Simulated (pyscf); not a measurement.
9 silicon, germanium or tin steps of one kind (substitution at C, radical): reaction energy in kJ/mol, from the separated reactants or the lowest minimum found. Structures and frequencies: ωB97X-D3(BJ)/def2-SVP in PySCF. Functionals in def2-TZVP; the last column is ωB97M-D3(BJ)/def2-TZVP. Rows were drawn at random from the steps of this kind and element class whose saddle was verified and whose references are stable.

```csv
step,PBE,B3LYP-D3(BJ),M06-2X,ωB97M-D3(BJ)
`[CH3][SnH3]` + `[H]` [doublet] → `[CH4]` + `[SnH3]` [doublet],-166.0,-176.6,-176.4,-170.2
`[CH3][Si]([OH])([OH])[OH]` + `[H]` [doublet] → `[CH4]` + `[OH][Si]([OH])[OH]` [doublet],-62.8,-60.7,-46.7,-38.2
`[CH3][O][SiH3]` + `[H]` [doublet] -> `[CH4]` + `[O][SiH3]` [doublet],[?],-71.8,-45.4,-59.9
`[CH3][Si]([CH3])([CH3])[OH]` + `[H]` [doublet] -> `[CH4]` + `[CH3][Si]([CH3])[OH]` [doublet],-78.2,-78.1,-66.3,-56.6
`[CH3][Sn]([OH])([OH])[OH]` + `[H]` [doublet] → `[CH4]` + `[OH][Sn]([OH])[OH]` [doublet],[?],-187.4,-165.7,-169.0
`[CH3][CH3]` + `[Cl][Si]([Cl])[Cl]` [doublet] -> `[CH3][Si]([Cl])([Cl])[Cl]` + `[CH3]` [doublet],+25.5,+5.6,+10.4,-3.9
`[CH3][CH2][SiH2][Cl]` + `[H]` [doublet] -> `[CH3]` [doublet] + `[CH3][SiH2][Cl]`,-58.2,-75.1,-59.3,-62.9
`[CH3][SiH3]` + `[H]` [doublet] → `[CH4]` + `[SiH3]` [doublet],-85.6,-91.2,-83.9,-75.7
`[CH3][Ge]([OH])([OH])[OH]` + `[H]` [doublet] → `[CH4]` + `[OH][Ge]([OH])[OH]` [doublet],-123.2,-124.3,-101.8,-108.4
```

Question: What belongs in the gaps?

Answer: 
- `[CH3][O][SiH3]` + `[H]` [doublet] -> `[CH4]` + `[O][SiH3]` [doublet], PBE: -58.9
- `[CH3][Sn]([OH])([OH])[OH]` + `[H]` [doublet] → `[CH4]` + `[OH][Sn]([OH])[OH]` [doublet], PBE: -184.7

Differences from the last column (kJ/mol): PBE: mean -5.3, median -9.9, mean size 14.0, lower in 5 of 9; B3LYP-D3(BJ): mean -12.7, median -15.5, mean size 14.9, lower in 8 of 9; M06-2X: mean +1.1, median +3.4, mean size 8.3, lower in 4 of 9. PBE is closest for row 3 (0.9 kJ/mol apart) and farthest for row 6 (29.4 kJ/mol). PBE, r²SCAN and M06-2X carry no added dispersion term. The last column is a level with limits of its own. Elements up to Kr have no core potential and no relativistic terms here. Elements past Kr carry the def2 core potentials, without spin-orbit coupling.
